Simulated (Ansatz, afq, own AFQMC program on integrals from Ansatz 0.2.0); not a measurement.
NH3O, singlet: AFQMC among the cluster methods

```yaml
atoms:
  - { symbol: N, position_ang: [-0.1239, 0.0000, 0.5635] }
  - { symbol: O, position_ang: [0.1101, 0.0000, -0.5502] }
  - { symbol: H, position_ang: [0.3679, -0.8114, 0.9272] }
  - { symbol: H, position_ang: [0.3678, 0.8114, 0.9272] }
  - { symbol: H, position_ang: [-0.7626, 0.0000, -0.9511] }
```

Connectivity, by distances: NH2–OH.

Basis cc-pVDZ. Only valence electrons are correlated. AFQMC by an in-house program on the Cholesky factors that Ansatz 0.2.0 writes for its CCSD(T) run. The CISD trial takes its coefficients from CCSD amplitudes. Released means that phaseless walkers are propagated on without the constraint, phases kept. Error bars are statistical, one sigma.

Determinant: RHF, the one that the program's search chose, which needn't be the lowest solution. The geometry is a point of a scan.

No full CI on the walks' own integrals is used here; CCSDT(Q) serves as the reference and is uncertain by about the last step of the cluster series.

* T1 diagnostic: 0.0065
* weight of the determinant in the CISD state: 0.904
* size of the correlated space: 14 electrons in 41 orbitals

| level | correlation energy (eV) |
| --- | --- |
| MP2 | -9.6578 |
| CCSD | -10.1926 |
| CCSD(T) | -10.3841 |

Problem. Estimate where phaseless AFQMC with a CISD trial lies against CCSD(T) on the same integrals.

Solution. 27.7 ± 11.9 meV below CCSD(T).

Reference: CCSDT(Q), correlation energy -10.411 eV. The released energy is read at 2.40 1/Eh (meV from the phaseless value at times in 1/Eh: 2 ± 14 at 0.24, -8 ± 13 at 0.51, 7 ± 13 at 0.99, -6 ± 15 at 1.62, 22 ± 24 at 2.40).

```csv
level,E − E(reference) (meV),share of correlation (%)
CCSD(T),27.0,99.74
CCSDT,19.4,99.81
ph-AFQMC/CISD,-0.7 ± 11.9,100.01
released AFQMC,21.4 ± 23.5,99.79
```

A walk keeps the symmetry of its determinant, which the program's search chose and which needn't be the lowest solution, so a lower state of the same spin and another symmetry isn't excluded. Released energies are given only where the last usable release times agree within the noise; a slower fall can still hide under it.
